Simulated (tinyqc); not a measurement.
Inside a calculation. Method: RHF in the sto-3g basis, for BH3, spin multiplicity 1. One step of it, computed by the program tinyqc.

Task: Iteration 2: DIIS coefficients. Solve [B -1; -1 0][c; lambda] = [0; -1] for the coefficients, which sum to one.

B (overlaps of the stored error matrices):
```
               1              2
1  2.4751104e+00  6.7462300e-02
2  6.7462300e-02  7.6407125e-02
```

Give: DIIS coefficients.

Result:

DIIS coefficients: 0.004  0.996
